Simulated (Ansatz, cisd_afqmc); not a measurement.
Species: CHCl3, charge 0, singlet. CHCl3 (chloroform, SMILES ClC(Cl)Cl).
B3LYP-D3(BJ)/def2-TZVP minimum from Ansatz (an electronic-structure program):
```xyz
5

C     -0.0077     0.0005     0.4558
H     -0.0259     0.0016     1.5371
Cl     0.0149     1.6916    -0.0853
Cl     1.4596    -0.8576    -0.0583
Cl    -1.4702    -0.8343    -0.1077
```

Total energies in cc-pV(Q+d)Z, 26 correlated electrons, 16 frozen orbitals. Radicals and triplets start from unrestricted determinants; spin-orbit coupling is neglected. Cores are frozen in correlated methods. No relativity. AFQMC is phaseless with a CISD trial state; ± is one standard error, without the phaseless bias. Outlying blocks are dropped, and bars are widened where a walk drifts. Over all cases where full CI ran beside it in this data, AFQMC minus full CI had a median of +0.1 mEh and passed +0.4 mEh in a tenth of the cases.

```json
[
 {"method": "HF", "program": "Ansatz", "energy (Eh)": "-1417.01685", "minus AFQMC/CISD (mEh)": "895.7 ± 0.4"},
 {"method": "MP2", "program": "Ansatz", "energy (Eh)": "-1417.82514", "minus AFQMC/CISD (mEh)": "87.4 ± 0.4"},
 {"method": "CCSD", "program": "Ansatz", "energy (Eh)": "-1417.86626", "minus AFQMC/CISD (mEh)": "46.3 ± 0.4"},
 {"method": "CCSD(T)", "program": "Ansatz", "energy (Eh)": "-1417.90898", "minus AFQMC/CISD (mEh)": "3.6 ± 0.4"},
 {"method": "AFQMC/CISD", "program": "cisd_afqmc", "energy (Eh)": "-1417.9125 ± 0.0004", "minus AFQMC/CISD (mEh)": "0.0"}
]
```
